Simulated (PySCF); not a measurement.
**PO at other levels of theory**

Starting from one script, swap the method and compare what comes out for PO.

The runs use PySCF 2.14.0; method and basis as typed in the scripts.

2 further runs of the same task are left out: 2 that didn't finish.

### 1 Where the work starts

PO: 2 atoms, charge 0, spin multiplicity 2.

Bond lengths: P1–O2 1.499 Å.

### 2 The base run

input.py

```python
from pyscf import gto, scf, tdscf

mol = gto.M(
    atom='P 0 0 0; O 0 0 1.499',
    basis='6-31g*',
    charge=0,
    spin=1,
    verbose=3,
)
mf = scf.UHF(mol)
mf = mf.newton()
mf.kernel()
td = tdscf.TDHF(mf)
td.nstates = 6
td.kernel()
td.analyze()
mf.dip_moment()
print('orbital energies (hartree):', [e[max(0, n-3):n+3].round(4) for e, n in zip(mf.mo_energy, mol.nelec)])
```

Command:

```sh
$ python input.py
```

### 3 Number of roots 1

Variant 1 changes number of roots: 6 → 1.

Edit input.py of step 2 so:

```diff
@@ -13,3 +13,3 @@
 td = tdscf.TDHF(mf)
-td.nstates = 6
+td.nstates = 1
 td.kernel()
```

### 4 ROHF

Variant 2 changes SCF type: UHF → ROHF.

input.py

```python
from pyscf import gto, scf, tdscf

mol = gto.M(
    atom='P 0 0 0; O 0 0 1.499',
    basis='6-31g*',
    charge=0,
    spin=1,
    verbose=3,
)
mf = scf.ROHF(mol)
mf = mf.newton()
mf.kernel()
td = tdscf.TDHF(mf)
td.nstates = 6
td.kernel()
td.analyze()
mf.dip_moment()
print('orbital energies (hartree):', mf.mo_energy[..., max(0, mol.nelec[1]-3):mol.nelec[0]+3].round(4))
```

### 5 Population analysis

Variant 3 changes step after the SCF: tddft → analyze.

input.py

```python
from pyscf import gto, scf

mol = gto.M(
    atom='P 0 0 0; O 0 0 1.499',
    basis='6-31g*',
    charge=0,
    spin=1,
    verbose=3,
)
mf = scf.UHF(mol)
mf = mf.newton()
mf.kernel()
mf.analyze()
print('orbital energies (hartree):', [e[max(0, n-3):n+3].round(4) for e, n in zip(mf.mo_energy, mol.nelec)])
```

### 6 Number of roots 10

Variant 4 changes number of roots: 6 → 10.

Edit input.py of step 2 so:

```diff
@@ -13,3 +13,3 @@
 td = tdscf.TDHF(mf)
-td.nstates = 6
+td.nstates = 10
 td.kernel()
```

### 7 EOM-EA

Variant 5 changes step after the SCF: tddft → eomea; frozen orbitals: none → 6; number of roots: 6 → 5.

Edit input.py of step 2 so:

```diff
@@ -1,2 +1,2 @@
-from pyscf import gto, scf, tdscf
+from pyscf import gto, scf, cc
 
@@ -12,6 +12,6 @@
 mf.kernel()
-td = tdscf.TDHF(mf)
-td.nstates = 6
-td.kernel()
-td.analyze()
+mycc = cc.CCSD(mf, frozen=6)
+mycc.kernel()
+e = mycc.eaccsd(nroots=5)[0]
+print('roots (eV) =', (e*27.211386).round(3))
 mf.dip_moment()
```

What does the calculation give? Wanted: for each run, E(SCF); from base; gap, α spin; SCF dipole; after the SCF.

The runs gave:

| run | E(SCF) (hartree) | from base (eV) | gap, α spin (eV) | SCF dipole (D) | after the SCF |
| --- | --- | --- | --- | --- | --- |
| base | -415.544927 | 0 | 10.18 | 2.27 | lowest root found 2.21 eV |
| number of roots 1 | -415.544927 | 0.0000 | 10.18 | 2.27 | lowest root found 0.00 eV |
| ROHF | -415.539283 | +0.1536 | n/a | 2.80 | lowest root found 3.87 eV |
| population analysis | -415.544927 | 0.0000 | 10.18 | 2.27 | n/a |
| number of roots 10 | -415.544927 | 0.0000 | 10.18 | 2.27 | lowest root found 2.21 eV |
| EOM-EA | -415.544927 | 0.0000 | 10.18 | 2.27 | CCSD correlation -7.747 eV, core frozen, first root 0.18 eV |

In words: Total energies from different bases, Hamiltonians or methods carry different errors, so properties are taken as differences within one set-up.
